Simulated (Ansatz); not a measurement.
# AlH4NO: search for a transition state, part 2 of 2

Ansatz 0.2.0, Gaussian basis; PBE0-D4. Earlier steps stand in the parts before.

### 6 Checking the order of the point

vib/in.yaml

```yaml
crystal:
  periodic: [false, false, false]
  atoms:
    - {symbol: Al, position_ang: [-0.716960, 0.550083, 0.126884]}
    - {symbol: N, position_ang: [0.419639, -0.900806, 0.498968]}
    - {symbol: H, position_ang: [0.240704, 0.199280, 1.496787]}
    - {symbol: O, position_ang: [-0.454197, 1.097009, -1.470231]}
    - {symbol: H, position_ang: [0.047574, -1.633049, 1.095956]}
    - {symbol: H, position_ang: [1.285578, -1.223787, 0.061872]}
    - {symbol: H, position_ang: [-0.822139, 1.911371, -1.810136]}
basis:
  gaussian: {orbitals: def2-TZVP}
hamiltonian: {xc: pbe0, dispersion: d4}
phonons: {temperatures: {t_min: 298.15, t_max: 900, t_step: 200}}
```

Launch:

```sh
$ ansatz run in.yaml --threads 2 --pin off --events-out ev --progress --plain --max-ram 4352MiB
```

The log of the run, shortened:

```text
Functional definition: PBE0
  name "PBE0"
  cite "Adamo & Barone, J. Chem. Phys. 110, 6158 (1999) doi:10.1063/1.478522"
  cite "Perdew, Burke & Ernzerhof, Phys. Rev. Lett. 77, 3865 (1996) doi:10.1103/PhysRevLett.77.3865"
  parent pbe
[...]
761 factors; their error is unknown
[...]
mean field -10193.37380078 eV, -374.5995778619 hartree, gradient 1.0e-5 eV, S^2 0.000000; 0 other end points of the search recorded, 0 dependent functions left out
[...]
reference -10193.37382801 eV, -374.5995788624 hartree; 16, 16 occupied and 107, 107 virtual orbitals, 761 factors
[... from here to the last solve, the lines of the solves are left out (41 solves) ...]
761 factors; their error is unknown
mean field -10193.37376788 eV, -374.5995766527 hartree, gradient 2.6e-6 eV, S^2 0.000000; 0 other end points of the search recorded, 0 dependent functions left out
[...]
reference -10193.37379511 eV, -374.5995776535 hartree; 16, 16 occupied and 107, 107 virtual orbitals, 761 factors
WARN: phonons: modes at or below zero, which the zero-point energy, F, S and C_V leave out: 1, the lowest at -1418.55 cm⁻¹. A minimum has none, and a first-order saddle one
Total energy: -10193.44703253 eV, -374.6022690790 hartree
Atom 0 at    -0.716960     0.550083     0.126884 Å, force    -0.001767    -0.001424     0.004001 eV/Å
Atom 1 at     0.419639    -0.900806     0.498968 Å, force     0.002123    -0.003327    -0.002039 eV/Å
Atom 2 at     0.240704     0.199280     1.496787 Å, force    -0.001125    -0.000046    -0.001298 eV/Å
Atom 3 at    -0.454197     1.097009    -1.470231 Å, force    -0.003470     0.004121    -0.003913 eV/Å
Atom 4 at     0.047574    -1.633049     1.095956 Å, force     0.002592     0.002396     0.000415 eV/Å
Atom 5 at     1.285578    -1.223787     0.061872 Å, force    -0.003195     0.001304     0.001280 eV/Å
Atom 6 at    -0.822139     1.911371    -1.810136 Å, force     0.004843    -0.003024     0.001554 eV/Å
Dipole moment:     0.082938    -0.220388     0.020895 e Å
Vibrations: -1418.55 178.78 276.53 330.79 536.19 590.70 643.11 737.56 827.29 1003.72 1527.46 1633.65 3416.94 3586.33 3954.02 cm⁻¹, zero-point energy 1.192917 eV
```

It took 45 s on 2 threads of Arm Neoverse V2, shared host.

The modes, with what each moves most:

| mode | wavenumber (cm⁻¹) | character |
| --- | --- | --- |
| 1 | 1419i | changes N2–H3 |
| 2 | 179 | bend |
| 3 | 277 | torsion |
| 4 | 331 | torsion |
| 5 | 536 | bend |
| 6 | 591 | bend with Al–N stretch |
| 7 | 643 | bend with Al–N stretch |
| 8 | 738 | mixed, led by torsion |
| 9 | 827 | Al–O stretch |
| 10 | 1004 | torsion |
| 11 | 1527 | bend |
| 12 | 1634 | Al–H stretch |
| 13 | 3417 | N–H stretch |
| 14 | 3586 | N–H stretch |
| 15 | 3954 | O–H stretch |

Vibrational sums (real modes only):

| T (K) | entropy (J/mol/K) | heat capacity (J/mol/K) |
| --- | --- | --- |
| 298 | 29.8 | 42.7 |
| 498 | 57.0 | 62.5 |
| 698 | 80.0 | 73.9 |
| 898 | 99.6 | 81.6 |

### 7 Relaxing after a step of 0.30 Å one way along the mode

downa/in.yaml

```yaml
crystal:
  periodic: [false, false, false]
  atoms:
    - {symbol: Al, position_ang: [-0.851724, 0.639092, 0.110904]}
    - {symbol: N, position_ang: [0.434949, -0.784682, 0.623228]}
    - {symbol: H, position_ang: [0.374991, -0.042083, 1.379693]}
    - {symbol: O, position_ang: [-0.452809, 1.082498, -1.478932]}
    - {symbol: H, position_ang: [0.021649, -1.638829, 1.087564]}
    - {symbol: H, position_ang: [1.279377, -1.160200, 0.116073]}
    - {symbol: H, position_ang: [-0.806233, 1.904305, -1.838430]}
basis:
  gaussian: {orbitals: def2-TZVP}
hamiltonian: {xc: pbe0, dispersion: d4}
relax: {f_tol: 0.005, max_steps: 200}
```

Launch:

```sh
$ ansatz run in.yaml --threads 2 --pin off --events-out ev --progress --plain --max-ram 4352MiB
```

The log of the run, shortened:

```text
[... 5 set-up lines as earlier in the session ...]
[...]
761 factors; their error is unknown
[...]
mean field -10194.17170233 eV, -374.6289002030 hartree, gradient 1.8e-5 eV, S^2 0.000000; 0 other end points of the search recorded, 0 dependent functions left out
[...]
reference -10194.17172904 eV, -374.6289011844 hartree; 16, 16 occupied and 107, 107 virtual orbitals, 761 factors
relax step   1: F+E_penalty+E_count = -10194.25010129 eV  Δ(F+E_penalty+E_count) = +0.000e0 eV  max|allowed force component| = 2.434e0 eV/Å  Δτ_max = 0.0000 Å  (26 SCF iters, accepted)
[...]
reference -10195.22424878 eV, -374.6675805715 hartree; 16, 16 occupied and 107, 107 virtual orbitals, 761 factors
Total energy: -10195.31040911 eV, -374.6707469051 hartree
Atom 0 at    -1.286661     0.781117     0.177362 Å, force     0.001021    -0.000529    -0.000147 eV/Å
Atom 1 at     0.318596    -0.649236     0.733653 Å, force     0.000312     0.000288     0.000965 eV/Å
Atom 2 at     0.859265    -0.395195     1.553663 Å, force    -0.000642    -0.000262    -0.000565 eV/Å
Atom 3 at    -0.278118     0.926840    -1.255159 Å, force    -0.000612     0.000215     0.000771 eV/Å
Atom 4 at     0.021242    -1.612962     0.843373 Å, force     0.000119     0.000241    -0.000214 eV/Å
Atom 5 at     0.906537    -0.571097    -0.093573 Å, force    -0.000298    -0.000039    -0.000080 eV/Å
Atom 6 at    -0.540660     1.520634    -1.959218 Å, force     0.000100     0.000086    -0.000729 eV/Å
Dipole moment:     0.577926    -0.472922     0.128923 e Å
```

Run time: 22 s. Hardware: 2 threads of Arm Neoverse V2, shared host.

Step by step:

| step | energy from step 1 (eV) | largest force component (eV/Å) |
| --- | --- | --- |
| 1 | 0.0000 | 2.4335 |
| 2 | -0.5198 | 1.3855 |
| 3 | -0.8454 | 1.7687 |
| 4 | -0.9992 | 0.4270 |
| 5 | -1.0368 | 0.6772 |
| 6 | -1.0479 | 0.4242 |
| 7 | -1.0542 | 0.3239 |
| 8 | -1.0583 | 0.2911 |
| 9 | -1.0602 | 0.0389 |
| 10 | -1.0603 | 0.0036 |
| 11 | -1.0603 | 0.0049 |
| 12 | -1.0603 | 0.0072 |
| 13 | -1.0603 | 0.0067 |
| 14 | -1.0603 | 0.0010 |

Distances of close pairs at the start and the end, largest changes first:

| bond | before (Å) | after (Å) | change (Å) |
| --- | --- | --- | --- |
| Al1–H3 | 1.892 | 2.808 | +0.916 |
| Al1–N2 | 1.986 | 2.221 | +0.235 |
| Al1–O4 | 1.698 | 1.758 | +0.060 |
| N2–H3 | 1.062 | 1.015 | -0.047 |
| N2–H5 | 1.056 | 1.015 | -0.042 |
| N2–H6 | 1.054 | 1.018 | -0.036 |
| O4–H7 | 0.964 | 0.958 | -0.006 |

### 8 Relaxing after a step of 0.30 Å the other way along the mode

downb/in.yaml

```yaml
crystal:
  periodic: [false, false, false]
  atoms:
    - {symbol: Al, position_ang: [-0.582195, 0.461074, 0.142864]}
    - {symbol: N, position_ang: [0.404330, -1.016930, 0.374708]}
    - {symbol: H, position_ang: [0.106417, 0.440643, 1.613880]}
    - {symbol: O, position_ang: [-0.455584, 1.111521, -1.461529]}
    - {symbol: H, position_ang: [0.073499, -1.627270, 1.104349]}
    - {symbol: H, position_ang: [1.291779, -1.287374, 0.007671]}
    - {symbol: H, position_ang: [-0.838046, 1.918437, -1.781843]}
basis:
  gaussian: {orbitals: def2-TZVP}
hamiltonian: {xc: pbe0, dispersion: d4}
relax: {f_tol: 0.005, max_steps: 200}
```

Launch:

```sh
$ ansatz run in.yaml --threads 2 --pin off --events-out ev --progress --plain --max-ram 4352MiB
```

The log of the run, shortened:

```text
[... 5 set-up lines as earlier in the session ...]
[...]
761 factors; their error is unknown
[...]
mean field -10194.03493911 eV, -374.6238742474 hartree, gradient 8.6e-6 eV, S^2 0.000000; 0 other end points of the search recorded, 0 dependent functions left out
[...]
reference -10194.03496769 eV, -374.6238752976 hartree; 16, 16 occupied and 107, 107 virtual orbitals, 761 factors
relax step   1: F+E_penalty+E_count = -10194.10874555 eV  Δ(F+E_penalty+E_count) = +0.000e0 eV  max|allowed force component| = 1.465e0 eV/Å  Δτ_max = 0.0000 Å  (27 SCF iters, accepted)
[...]
reference -10196.24171692 eV, -374.7049718359 hartree; 16, 16 occupied and 107, 107 virtual orbitals, 761 factors
Total energy: -10196.31569671 eV, -374.7076905429 hartree
Atom 0 at    -0.226796     0.406022     0.220934 Å, force     0.000233    -0.000214    -0.000873 eV/Å
Atom 1 at     0.540171    -1.174061     0.340112 Å, force    -0.000264     0.000521     0.000101 eV/Å
Atom 2 at    -0.747955     1.151696     1.511914 Å, force    -0.000101     0.000144     0.000164 eV/Å
Atom 3 at    -0.371985     1.071535    -1.334169 Å, force     0.000110    -0.000341     0.000800 eV/Å
Atom 4 at     0.684189    -1.671715     1.202815 Å, force    -0.000049     0.000061     0.000146 eV/Å
Atom 5 at     0.894681    -1.705033    -0.438351 Å, force     0.000137    -0.000237    -0.000331 eV/Å
Atom 6 at    -0.772106     1.921658    -1.503155 Å, force    -0.000066     0.000066    -0.000007 eV/Å
Dipole moment:    -0.005907    -0.009533     0.090248 e Å
```

It took 17 s on 2 threads of Arm Neoverse V2, shared host.

The steps of the relaxation:

| step | energy from step 1 (eV) | largest force component (eV/Å) |
| --- | --- | --- |
| 1 | 0.0000 | 1.4650 |
| 2 | -0.6566 | 1.8176 |
| 3 | -1.2565 | 1.4334 |
| 4 | -1.7139 | 0.9572 |
| 5 | -2.0054 | 0.4306 |
| 6 | -2.1502 | 0.2266 |
| 7 | -2.1886 | 0.4590 |
| 8 | -2.2040 | 0.1428 |
| 9 | -2.2069 | 0.0410 |
| 10 | -2.2069 | 0.0066 |
| 11 | -2.2069 | 0.0009 |

Distances of close pairs at the start and the end, largest changes first:

| bond | before (Å) | after (Å) | change (Å) |
| --- | --- | --- | --- |
| Al1–H3 | 1.624 | 1.579 | -0.045 |
| Al1–O4 | 1.736 | 1.698 | -0.038 |
| Al1–N2 | 1.792 | 1.760 | -0.032 |
| N2–H6 | 0.998 | 1.007 | +0.009 |
| O4–H7 | 0.949 | 0.955 | +0.006 |
| N2–H5 | 1.007 | 1.006 | -0.001 |

### 9 The three structures

| pair | start side (Å) | saddle (Å) | end side (Å) |
| --- | --- | --- | --- |
| N2–H3 | 2.905 | 1.496 | 1.015 |
| Al1–N2 | 1.760 | 1.880 | 2.221 |
| Al1–H3 | 1.579 | 1.708 | 2.808 |

### 10 Outcome

What follows sums up all 2 parts.

```
                       quantity                                         value
                 imaginary mode                                    1419i cm⁻¹
    barrier from the start side                                  276.8 kJ/mol
      barrier from the end side                                  179.8 kJ/mol
             energy of the step                                  +97.0 kJ/mol
              pairs that change  N2–H3 formed, Al1–N2 loosened, Al1–H3 broken
zero-point energy at the saddle                                      1.193 eV
```

What this shows: The point has a single imaginary mode (1419i cm⁻¹), as a transition state must. Going downhill both ways gives the intended start and end. A bond meant to break is only loosened at the end: the products stay bound as an adduct. At PBE0-D4/def2-TZVP the electronic barrier is 276.8 kJ/mol, about 112 kT at 298 K, and the step runs 97.0 kJ/mol uphill. With so stiff a mode tunnelling counts: Wigner's rough correction is a factor of 3.0 at 298 K. The ends are the nearest minima, not always the lowest complexes.
